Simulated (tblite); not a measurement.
Species: C₅H₇P.
Cartesian coordinates in Å at the GFN2-xTB level; atoms count from 1:
```xyz
13
C5H7P angstrom
C      1.1686   -0.6183   -0.3527
C      1.4268    0.5743    0.1650
P      0.2278    1.4625    1.1958
C     -1.2501    0.8434    0.3468
C     -1.3047   -0.3696   -0.1850
C     -0.1470   -1.3251   -0.1989
H      1.9165   -1.1346   -0.9405
H      2.3911    1.0484    0.0405
H      0.3019    2.6761    0.4918
H     -2.1091    1.5005    0.3462
H     -2.2115   -0.7192   -0.6613
H     -0.2744   -2.0485   -1.0072
H     -0.1402   -1.8894    0.7418
```

Method: GFN2-xTB as coded in tblite; computed harmonic values from a numerical Hessian at the method's own geometry, unscaled. This tight-binding method is rough: wavenumbers can miss measured ones by several per cent, in bad cases by 10 to 20. Modes of hydrogen on phosphorus can be 10 to 20 % off. One conformer, not necessarily the lowest.

Harmonic wavenumbers (cm⁻¹): 85.9, 332.1, 355.2, 366.8, 491.4, 661.2, 684.7, 692.0, 736.5, 771.4, 853.1, 865.8, 890.9, 892.1, 925.0, 978.0, 1037.6, 1150.9, 1167.1, 1169.3, 1285.0, 1311.3, 1322.0, 1452.5, 1650.2, 1685.2, 2200.9, 2900.8, 2978.6, 3037.9, 3039.5, 3052.4, 3053.6.

A = 4655, B = 3249, C = 2047 MHz; mass 98.029 u (most abundant isotopes); point group Cs, symmetry number 1.

Q: What is the zero-point energy?

A: ½Σν̃ = 22038 cm⁻¹ = 63.01 kcal/mol.

Q: What is S at 500 K and 1 bar for an ideal gas of classical rigid rotors and harmonic oscillators?

A: Translation 42.25, rotation 28.28, vibration 22.68: S = 93.2 cal/(mol K).

Q: And Cp and H(500 K) − H(0)?

A: Cp = 38.39 cal/(mol K), of which vibrations give 30.44 (their classical limit is 33 R = 65.6); H(500 K) − H(0) = 10.75 kcal/mol without the zero-point energy, 6.78 from vibrations.

Q: Which modes carry the vibrational entropy at 500 K?

A: 85.9 cm⁻¹: 4.77; 332.1 cm⁻¹: 2.15; 355.2 cm⁻¹: 2.03; 366.8 cm⁻¹: 1.97; 491.4 cm⁻¹: 1.46; 661.2 cm⁻¹: 0.98 cal/(mol K); the other 27 give 9.32 together.

Q: How do the functions run with temperature in this model?

A: 
```tsv
T (K)	S (cal/(mol K))	Cp (cal/(mol K))	H − H(0) (kcal/mol)	G − H(0) (kcal/mol)	ln q(vib)
50	52.9	9.2	0.42	-2.22	0.09
100	59.7	10.8	0.92	-5.05	0.36
298.15	77.0	24.6	4.30	-18.66	2.06
373.15	83.2	30.3	6.37	-24.66	2.94
750	111.0	49.1	21.80	-61.44	8.11
1000	126.1	55.9	34.99	-91.14	11.59
```

q(vib) and H(0) count from the zero-point level.

Q: Blend soft modes into free rotors: weight 1/[1 + (100 cm⁻¹/ν̃)⁴] for the oscillator and the rest for a rotor with moment μB/(μ + B), μ = h/(8π²ν), B = 10⁻⁴⁴ kg m². What vibrational entropy results?

A: 21.88 cal/(mol K) in place of 22.68, which changes −T·S at 500 K by +0.40 kcal/mol.

Q: What must be added to the electronic energy to get the Gibbs energy at 500 K and 1 bar?

A: ZPE + [H(500 K) − H(0)] − T·S = 63.01 + 10.75 − 46.61 = 27.15 kcal/mol.

Hindered rotation and anharmonicity are outside this model. Other conformers, if any are populated, would add a mixing term that is left out.
